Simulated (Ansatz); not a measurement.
A made-up structure of AlSiH4O, doublet:

```json
{"atom": "Al1", "x (Å)": "-1.5390", "y (Å)": "-0.0944", "z (Å)": "-0.4884"}
{"atom": "O2", "x (Å)": "0.0591", "y (Å)": "-0.0089", "z (Å)": "0.0437"}
{"atom": "Si3", "x (Å)": "1.4821", "y (Å)": "-0.0797", "z (Å)": "0.8281"}
{"atom": "H4", "x (Å)": "-1.8620", "y (Å)": "0.5043", "z (Å)": "-1.9120"}
{"atom": "H5", "x (Å)": "-2.6065", "y (Å)": "-0.7618", "z (Å)": "0.4641"}
{"atom": "H6", "x (Å)": "-1.3692", "y (Å)": "-1.2603", "z (Å)": "-1.4487"}
{"atom": "H7", "x (Å)": "2.4629", "y (Å)": "-0.8628", "z (Å)": "0.0176"}
```

It is relaxed with PBE-D4/def2-SVP and then PBE0-D4/def2-TZVP (Ansatz 0.2.0). Atoms count as bonded within 1.22 times the sum of their covalent radii (H–H: 0.88 Å). The end point is not checked to be a true minimum.

Question: Does its bonding change? (A judgement: the text doesn't fix the answer.)

Answer: Computed: No: no bond forms or breaks.

Where it ends: The first stage lowers the energy by 0.96 eV in 10 steps. It ends as AlSiH₄O ([AlH3][O][SiH]):
```tsv
atom	x (Å)	y (Å)	z (Å)
Al1	-1.6553	-0.3826	-0.7522
O2	0.1126	-0.2641	-0.0823
Si3	1.4037	0.1473	0.6352
H4	-1.8225	0.9957	-1.5543
H5	-2.5269	-0.5790	0.5792
H6	-1.4617	-1.7040	-1.6639
H7	2.5777	-0.7767	0.3428
```

Labels in which every atom is bracketed show which atoms are joined, not bond orders.

For scale, one of the runs: PBE0-D4/def2-TZVP relaxation, 129 basis functions, launched by `ansatz run in.yaml --threads 2 --pin off --events-out ev --progress --plain --max-ram 4352MiB`. The run took about 39 s on 2 CPU threads of an Arm Neoverse V2 (shared host).
